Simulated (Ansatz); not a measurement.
hcp Hf, treated with PBE-D3(BJ) (PAW; Ansatz, an electronic-structure program).

Settings: plane-wave cutoff 520 eV, 18×18×12 k mesh (along the axes of the cell as run), Fermi–Dirac smearing 0.05 eV, scalar-relativistic PAW data made under PBE.

Energies at three volumes about the minimum:

```json
[
 {"V (Å³/atom)": "21.406", "E − E_lowest (meV/atom)": "3.15"},
 {"V (Å³/atom)": "21.843", "E − E_lowest (meV/atom)": "0.00"},
 {"V (Å³/atom)": "22.280", "E − E_lowest (meV/atom)": "2.96"}
]
```

Fit a parabola by hand: where is the minimum, and what is the bulk modulus?

Slopes: (0.00 − 3.15)/(21.843 − 21.406) = -7.208 and (2.96 − 0.00)/(22.280 − 21.843) = 6.773 meV/Å³. Curvature E″ = 2 × (6.773 − (-7.208))/(22.280 − 21.406) = 31.993 meV/Å⁶. From the middle of the first interval, the slope vanishes at V0 = 21.6245 − (-7.208)/31.993 = 21.850 Å³/atom. B = V0 E″ = 21.850 × 31.993 meV/Å³ × 0.1602 GPa per meV/Å³ = 112 GPa. The full Birch–Murnaghan fit to all volumes gives V0 = 21.843 Å³/atom and B0 = 112 GPa.

Shape and atoms are relaxed at each volume.

Measured, for comparison: bulk modulus 110 GPa (zero-point energy and finite temperature contributions removed; as tabulated in doi:10.1021/acs.jctc.3c00612). Computed (rounded) less measured: bulk modulus +2 %.

Note: the bulk modulus comes from volumes at which shape and atoms were relaxed.
